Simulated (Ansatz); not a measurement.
Input for Ansatz (development build ahead of 0.2.0):

```yaml
crystal:
  periodic: [false, false, false]
  atoms:
    - { symbol: C, position_ang: [0.0, 0.01705, -0.74546] }
    - { symbol: C, position_ang: [0.0, -0.0455, 0.85367] }
    - { symbol: H, position_ang: [1.00845, 0.01595, 1.46421] }
    - { symbol: H, position_ang: [-1.00845, 0.01595, 1.46421] }
    - { symbol: H, position_ang: [0.0, 1.14487, -1.15128] }
    - { symbol: H, position_ang: [0.96274, -0.50303, -1.21321] }
    - { symbol: H, position_ang: [-0.96274, -0.50303, -1.21321] }
basis:
  gaussian: { orbitals: def2-TZVP }
magnetization:
  spin_polarized: true
  initial_magnetization: 1
hamiltonian:
  xc: hf
correlation:
  method: mp2
  frozen_orbitals: { C: 1, H: 0 }
```

The input is written out in the form of the current development build from the run's settings.

The run gave:

* Converged: yes
* Reference energy: -78.58998 hartree
* Correlation energy: -0.32045 hartree
* Total energy: -78.91043 hartree
* Spin squared of the determinant: 0.770
